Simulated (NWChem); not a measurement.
All runs are NWChem calculations. System: trifluoromethane (CHF3), charge 0, spin multiplicity 1, at a geometry optimised with PBE0/def2-SVP. Level: MP2/def2-SVPD, 4 core orbitals frozen.

The NWChem input:

```
start mol
memory heap 200 mb stack 800 mb global 1000 mb
geometry units angstroms nocenter noautoz
  F      0.077835    -0.630672     1.078383
  C     -0.331824     0.026153     0.000000
  F      0.077835    -0.630672    -1.078383
  F      0.224611     1.231370     0.000000
  H     -1.431582     0.112843     0.000000
  symmetry group Cs
end
basis spherical
  * library def2-svpd
end
scf
  rhf
  nopen 0
  maxiter 100
  thresh 1e-7
  semidirect memsize 60000000 filesize 0
end
mp2
  freeze core 4
end
task mp2 energy
```

Output (cleaned and shortened):

```
             Northwest Computational Chemistry Package (NWChem) 7.3.0
             --------------------------------------------------------

                                NWChem Input Module
                                -------------------

 Scaling coordinates for geometry "geometry" by  1.889725989
 (inverse scale =  0.529177249)

 Turning off AUTOSYM since
 SYMMETRY directive was detected!

                             Geometry "geometry" -> ""
                             -------------------------

 Output coordinates in angstroms (scale by  1.889725989 to convert to a.u.)

  No.       Tag          Charge          X              Y              Z
 ---- ---------------- ---------- -------------- -------------- --------------
    1 F                    9.0000     0.07783500    -0.63067200     1.07838300
    2 C                    6.0000    -0.33182400     0.02615300     0.00000000
    3 F                    9.0000     0.07783500    -0.63067200    -1.07838300
    4 F                    9.0000     0.22461100     1.23137000     0.00000000
    5 H                    1.0000    -1.43158200     0.11284300     0.00000000

 Effective nuclear repulsion energy (a.u.)     134.2283782719

            Nuclear Dipole moment (a.u.)
            ----------------------------
        X                 Y               Z
 ---------------- ---------------- ----------------
     0.0000056692    -0.0000094486     0.0000000000

      Symmetry information
      --------------------

 Group name             Cs
 Group number              2
 Group order               2
 No. of unique centers     4

      Symmetry unique atoms

     1    2    4    5


 Summary of "ao basis" -> "" (spherical)
 ------------------------------------------------------------------------------
       Tag                 Description            Shells   Functions and Types
 ---------------- ------------------------------  ------  ---------------------
 *                         def2-svpd                  on all atoms

 Summary of "ao basis" -> "ao basis" (spherical)
 ------------------------------------------------------------------------------
[...]
     1   1 0 0     -0.714203      0.000000      0.000006
     1   0 1 0      0.056281      0.000000     -0.000009
     1   0 0 1     -0.000000      0.000000      0.000000

     2   2 0 0    -13.748442      0.000000     11.688701
     2   1 1 0     -0.238630      0.000000      4.970956
     2   1 0 1     -0.000000      0.000000      0.000000
     2   0 2 0    -16.756970      0.000000     74.359327
     2   0 1 1      0.000000      0.000000      0.000000
     2   0 0 2    -16.775746      0.000000     74.750868

                   NWChem MP2 Semi-direct Energy/Gradient Module
                   ---------------------------------------------

  Basis functions       =     97
  Molecular orbitals    =     97
  Frozen core           =      4
  Frozen virtuals       =      0
  Active alpha occupied =     13
  Active beta occupied  =     13
  Active alpha virtual  =     80
  Active beta virtual   =     80
  Use MO symmetry       = T
  Use skeleton AO sym   = T

  AO/Fock/Back tols     =   1.0D-09  1.0D-09  1.0D-09

 GA uses MA = F    GA memory limited = T

 Available:
  local mem=  1.15D+08
 global mem=  1.31D+08
 local disk=  0.00D+00
  mp2_memr nvloc                    80
  nvloc new                    80
   1 passes of  13:        3145728                      45714                  16812167.
   1 passes of  13: M    114684825           G      131053182           F     111539097.

 Semi-direct pass number   1 of   1  for RHF alpha+beta  at        2.4s
  vrange nnbf                  4750
  mp2_eaftype                    64  avail_ma_in_mb                   999
 EAF : mp2_eaftype filesize          64    8406084.
  mp2_eaf for mointskh                     64
Node 0 wrote     39.5 Mb in      0.0 s     Agg I/O rate:  1799.7 Mb/s
 Done moints_semi at        4.9s
  mp2_eaftype                    64  avail_ma_in_mb                   935
 EAF : mp2_eaftype filesize          64    8406084.
  mp2_eaf for kh                    64
 Done maket at        5.3s
 Done multipass loop at        5.3s

          -------------------------------------------
          SCF energy                -336.522959946866
          Correlation energy          -0.716352350041
          Singlet pairs               -0.421764136116
          Triplet pairs               -0.294588213926
          Total MP2 energy          -337.239312296908
          -------------------------------------------

          ---------------------------------------------------
                    Spin Component Scaled (SCS) MP2
          Same spin pairs                     -0.196392142617
          Same spin scaling factor             0.333333333333
          Opposite spin pairs                 -0.519960207424
          Opposite spin scaling fact.          1.200000000000
          SCS-MP2 correlation energy          -0.689416296448
          Total SCS-MP2 energy              -337.212376243314
          ---------------------------------------------------

 -----------------------
 Performance information
 -----------------------

 Timer overhead =  2.35D-07 seconds/call

               Nr. of calls         CPU time (s)                 Wall time (s)                GFlops
             ---------------    -------------------     ------------------------------   -------------------
Name         Min   Avg   Max    Min     Avg     Max     Min     Avg     Max   Mx/calls   Min     Max     Sum
mp2: moin     1     1     1    2.5     2.5     2.5      2.5     2.5     2.5     2.5      0.0     0.0     0.0
mp2: make     1     1     1   0.36    0.36    0.36     0.36    0.36    0.36    0.36      0.0     0.0     0.0
mp2: tota     1     1     1    2.9     2.9     2.9      2.9     2.9     2.9     2.9      0.0     0.0     0.0

 The average no. of pstat calls per process was 3.00D+00
 with a timing overhead of 7.04D-07s

 Task  times  cpu:        5.3s     wall:        5.3s

 Total times  cpu:        5.3s     wall:        5.3s
```
